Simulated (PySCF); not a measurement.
Job file and geometry (Å, from GFN2-xTB) of an NMR shielding run on `C=CP(C)CO`, C$_{4}$H$_{9}$OP, PySCF, GIAO PBE0/pcSseg-1 NMR shielding, non-relativistic, gas phase; density fitting, a coarse starting grid and PySCF grid level 2 are the driver's defaults:

```
{"job": {"kind": "nmr", "xc": "PBE0", "basis": "pcSseg-1"}, "charge": 0, "multiplicity": 1}
C     -0.795450    -2.011186     0.828668
C     -0.917178    -0.696496     0.745638
P     -0.579788     0.323038    -0.720026
C      0.884215    -0.558076    -1.434237
C      0.366427     1.663785     0.199901
O     -0.494111     2.416496     1.014894
H     -0.434883    -2.610958     0.009183
H     -1.050903    -2.546423     1.729418
H     -1.311460    -0.122204     1.576414
H      1.372863     0.101811    -2.149024
H      0.546369    -1.445114    -1.965030
H      1.587678    -0.843236    -0.653625
H      0.885553     2.300621    -0.532249
H      1.110003     1.216292     0.865860
H     -1.173748     2.819639     0.462304
```

**Question.** Write the output of this run.

**Answer.** 
```
coarse grid: 12640 points
cycle   1  E = -573.8000953671  dE =  5.532e-01  |g| = 6.539e-01  |ddm| = 3.397e+00
cycle   2  E = -573.7378931263  dE =  6.220e-02  |g| = 8.796e-01  |ddm| = 1.165e+00
cycle   3  E = -573.8847497808  dE = -1.469e-01  |g| = 7.809e-02  |ddm| = 7.396e-01
cycle   4  E = -573.8858446756  dE = -1.095e-03  |g| = 3.045e-02  |ddm| = 8.632e-02
cycle   5  E = -573.8860605344  dE = -2.159e-04  |g| = 6.119e-03  |ddm| = 3.055e-02
cycle   6  E = -573.8860698724  dE = -9.338e-06  |g| = 1.965e-03  |ddm| = 8.788e-03
final grid: 116320 points
cycle   7  E = -573.9331061526  dE = -2.868e-05  |g| = 1.068e-02  |ddm| = 2.983e-02
cycle   8  E = -573.9330896197  dE =  1.653e-05  |g| = 1.397e-02  |ddm| = 1.848e-02
cycle   9  E = -573.9331314569  dE = -4.184e-05  |g| = 1.059e-03  |ddm| = 1.096e-02
cycle  10  E = -573.9331316776  dE = -2.208e-07  |g| = 2.119e-04  |ddm| = 1.046e-03
cycle  11  E = -573.9331316868  dE = -9.177e-09  |g| = 7.027e-05  |ddm| = 2.781e-04
cycle  12  E = -573.9331316879  dE = -1.117e-09  |g| = 3.531e-05  |ddm| = 1.123e-04
cycle  13  E = -573.9331316882  dE = -3.106e-10  |g| = 6.655e-06  |ddm| = 3.295e-05
converged SCF energy = -573.9331316882

GIAO shielding tensors (ppm)
atom      isotropic    diamagn.    paramagn.     s11        s22        s33       span
  0 C       60.525     254.294    -193.768    -56.164     66.184    171.555    227.719
  1 C       33.289     263.497    -230.208    -90.907     27.724    163.050    253.957
  2 P      375.809     967.825    -592.016    343.471    375.408    408.548     65.077
  3 C      176.572     254.454     -77.882    163.690    175.317    190.708     27.018
  4 C      114.656     249.365    -134.709     78.749    108.153    157.065     78.316
  5 O      308.019     387.876     -79.857    243.366    301.801    378.891    135.525
  6 H       26.185      32.401      -6.216     22.431     24.747     31.377      8.946
  7 H       25.644      29.377      -3.732     22.551     24.684     29.698      7.146
  8 H       24.495      32.441      -7.946     21.586     23.138     28.760      7.174
  9 H       30.793      30.902      -0.109     26.136     28.209     38.033     11.897
 10 H       30.371      31.286      -0.915     26.211     27.510     37.391     11.180
 11 H       30.815      32.611      -1.796     26.858     28.735     36.852      9.994
 12 H       27.359      31.095      -3.736     22.083     28.715     31.280      9.197
 13 H       27.782      31.147      -3.365     23.603     29.254     30.488      6.884
 14 H       31.750      31.783      -0.034     22.981     29.431     42.837     19.857
```

Size and cost of the density-fitted run: 154 basis functions, roughly 40 core-seconds.
